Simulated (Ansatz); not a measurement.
Write a Python script for the Python package of Ansatz (0.2.0) that makes a polarisability from point charges of CH3S (charge -1), SMILES C[S-]. Settings (for the species named): CAM-B3LYP, def2-SVPD basis, multiplicity 1.

`field_ch3s.py`
```python
"""Dipole of CH3S(-) in the field of point charges."""

import ansatz as az
import numpy as np
from rdkit import Chem
from rdkit.Chem import AllChem

# start geometry from RDKit
rd = Chem.AddHs(Chem.MolFromSmiles("C[S-]"))
AllChem.EmbedMolecule(rd, randomSeed=886)
AllChem.UFFOptimizeMolecule(rd)
mol = az.Crystal.molecule()
for atom, xyz in zip(rd.GetAtoms(), rd.GetConformer().GetPositions()):
    mol = mol.atom(atom.GetSymbol(), xyz.round(5).tolist())

calculation = mol.calculation()
calculation = calculation.basis(gaussian="def2-SVPD").functional("CAM-B3LYP")
calculation = calculation.charge(-1)
calculation = calculation.forces()
# charges +q and -q at -R and +R make a nearly even field 2 k q / R^2 at the centre
centre = np.mean([site.position_ang for site in mol.cartesian_sites], axis=0)
field = 2 * 14.399645 * 3.0 / 30.0 ** 2


def dipole(axis, sign):
    arm = 30.0 * np.eye(3)[axis]
    pair = [{"charge": sign * 3.0, "position_ang": (centre - arm).tolist()}, {"charge": -sign * 3.0, "position_ang": (centre + arm).tolist()}]
    deck = calculation.input().set(az.key.basis.gaussian.point_charges, pair)
    return np.array(az.Session.from_dict(deck).plan().execute().report["charge_distribution"]["dipole_moment_e_ang"])


print(f"field {field:.4f} V/A")
alpha = np.array([(dipole(axis, 1) - dipole(axis, -1)) / (2 * field) * 14.399645 for axis in range(3)])
print("polarisability tensor (A^3)")
print(np.array2string(alpha, precision=3, suppress_small=True))
print(f"mean {np.trace(alpha) / 3:.3f} A^3 = {np.trace(alpha) / 3 / 0.14818471:.2f} bohr^3")
```

```console
$ python field_ch3s.py
field 0.0960 V/A
polarisability tensor (A^3)
[[ 8.737  0.005 -0.021]
 [ 0.004  7.931 -0.   ]
 [-0.023 -0.     7.932]]
mean 8.200 A^3 = 55.33 bohr^3
```

The geometry is a force-field or estimated start, not a minimum of this method, and the basis set is short of its limit. The field of two point charges is only nearly even. Finished in 7.4 s on 1 thread of Arm Neoverse V2 (shared host), peak memory 0.24 GiB.

(Lines on the test bed's own set-up are left out of the output.)
